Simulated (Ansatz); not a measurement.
**SiBH₄Cl: basis-set convergence**

Aim: see how fast density functionals and correlated methods converge with the basis set for SiBH₄Cl.

Program: Ansatz 0.2.0, Gaussian basis. Level of theory: one geometry, several basis sets. These are calculated values, not measurements.

The runs, in order: PBE0-D4/def2-SVP; ωB97M-V/def2-SVP; PBE0-D4/def2-QZVPP; ωB97M-V/def2-QZVPP; CCSD(T)/cc-pV(D+d)Z; CCSD(T)/cc-pV(T+d)Z; CCSD(T)/cc-pV(Q+d)Z; the functionals' def2-TZVPP values are taken from earlier runs.

## (1) Structure used throughout

An earlier PBE0-D4/def2-TZVP relaxation fixed the geometry.

7 atoms, charge 0, spin multiplicity 1.

Atoms are counted from 1 here; the program's logs count them from 0.

Bond lengths: Si1–B2 2.016 Å, Si1–H4 1.491 Å, Si1–H5 1.486 Å, Si1–H6 1.490 Å, B2–Cl3 1.739 Å, B2–H7 1.194 Å. Angles: B2–Si1–H4 108.8°, B2–Si1–H5 113.0°, B2–Si1–H6 109.0°, H4–Si1–H5 109.1°, H4–Si1–H6 107.6°, H5–Si1–H6 109.2°, Si1–B2–Cl3 121.6°, Si1–B2–H7 122.6°, Cl3–B2–H7 115.8°.

## (2) PBE0-D4 in def2-SVP

File in.yaml:

```yaml
crystal:
  periodic: [false, false, false]
  atoms:
    - {symbol: Si, position_ang: [-0.641994, 0.491964, -0.311789]}
    - {symbol: B, position_ang: [0.799280, -0.642761, 0.525041]}
    - {symbol: Cl, position_ang: [2.119562, -1.275327, -0.413521]}
    - {symbol: H, position_ang: [-1.958548, -0.177251, -0.110703]}
    - {symbol: H, position_ang: [-0.430134, 0.722643, -1.764348]}
    - {symbol: H, position_ang: [-0.692640, 1.805946, 0.389709]}
    - {symbol: H, position_ang: [0.804464, -0.925204, 1.685611]}
basis:
  gaussian: {orbitals: def2-SVP}
hamiltonian: {xc: pbe0, dispersion: d4}
output: {orbitals: {seedname: orbitals}}
```

The run is started by

```
$ ansatz run in.yaml --threads 2 --pin off --events-out ev --progress --plain --max-ram 20480MiB --backend cpu
```

Further steps of the session: ωB97M-V in def2-SVP; PBE0-D4 in def2-QZVPP; ωB97M-V in def2-QZVPP; CCSD(T) in cc-pV(D+d)Z; CCSD(T) in cc-pV(T+d)Z; CCSD(T) in cc-pV(Q+d)Z.

Before running them: what should the planned runs give, taken together? Wanted: MP2 correlation recovered, cc-pV(D+d)Z; MP2 correlation recovered, cc-pV(T+d)Z; MP2 correlation recovered, cc-pV(Q+d)Z; difference of two CCSD(T) limits: def2 sets; PBE0-D4: double and triple zeta above quadruple; ωB97M-V: double and triple zeta above quadruple.

The runs gave:

```
                                                                   quantity          value
                                     MP2 correlation recovered, cc-pV(D+d)Z         68.1 %
                                     MP2 correlation recovered, cc-pV(T+d)Z         87.4 %
                                     MP2 correlation recovered, cc-pV(Q+d)Z         94.8 %
difference of two CCSD(T) limits: def2 sets (earlier runs) less this series        -81 meV
                            PBE0-D4: double and triple zeta above quadruple  8.49, 0.68 eV
                            ωB97M-V: double and triple zeta above quadruple  8.50, 0.64 eV
```

PBE0-D4 gains 7.81 eV from double to triple zeta, then 0.68 eV more. Correlation climbs from 68 % (cc-pV(D+d)Z) to 95 % (cc-pV(Q+d)Z) of the limit; Hartree-Fock is 0.071 eV from its own by then. A limit from the def2 sets, made apart, differs by 81 meV, a least measure of the doubt on such a limit. Total energies overstate the basis error of differences, where much of it tends to cancel.
